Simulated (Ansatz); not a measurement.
Sb₂Ru: experiment and calculation

**What was measured.**

“Huge Thermoelectric Power Factor: FeSb2 versus FeAs2 and RuSb2”, 2009, arxiv:0910.0784 reports, for a bulk crystal of Sb2Ru: band gap 0.29 eV (from transport).

How close the calculation comes is told below.

Computed with DFT r2SCAN, scalar-relativistic, plane waves, PAW in Ansatz.

Settings: cutoff 500 eV, Γ-centred mesh 6×6×12 on the computed 6-atom cell, Gaussian smearing of 0.01 eV; no spin polarisation.

Relaxed structure, symmetry kept:

```
CELL_PARAMETERS angstrom
5.97838 0.00000 0.00000
0.00000 6.71389 0.00000
0.00000 0.00000 3.21365
ATOMIC_POSITIONS crystal
Sb 0.18251 0.35879 0.00000
Sb 0.81749 0.64121 0.00000
Sb 0.68251 0.14121 0.50000
Sb 0.31749 0.85879 0.50000
Ru 0.00000 0.00000 0.00000
Ru 0.50000 0.50000 0.50000
```

```
Space group                                                                                                                                 : Pnnm (No. 58)
Volume per atom                                                                                                                             : 21.50 Å³
Formation energy from the elements' standard states (uncorrected)                                                                           : -0.285 eV/atom
Generalised Kohn–Sham band gap                                                                                                              : 0.15 eV, indirect from R to (0.000, 0.000, 0.279)
Löwdin character of the top 1 eV of the valence band                                                                                        : Ru 4d 54 %, Sb 5p 41 %
Löwdin character of the lowest 1 eV of the conduction band                                                                                  : Ru 4d 62 %, Sb 5p 31 %
Electron masses at the edge by Cartesian direction of the standard setting (m_e; degenerate bands sorted by energy; no spin-orbit coupling) : x: 0.47; y: 1.9; z: 0.61
Hole masses at the edge by Cartesian direction of the standard setting (m_e; degenerate bands sorted by energy; no spin-orbit coupling)     : x: 0.33, 0.33; y: 0.32, 0.32; z: 0.62, 0.62
Bader charges (e)                                                                                                                           : Sb (4 in the cell) 0.20, Ru (2 in the cell) -0.40
```

Spin-orbit coupling is left out, which matters for the bands of heavy elements.

Measured band gap of Sb2Ru: 0.29 eV (from transport; the paper above). This calculation gives 0.15 eV (-0.14 eV). Kohn–Sham gaps of semilocal functionals fall short of measured ones as a rule; spin-orbit coupling, left out here, would usually lower the calculated gap of a compound with heavy elements. Lattice constants aren't compared, since papers order the axes of such cells in different ways.

Cost: 3 runs of about 11 core-minutes in all, on Arm Neoverse V2 (shared hosts).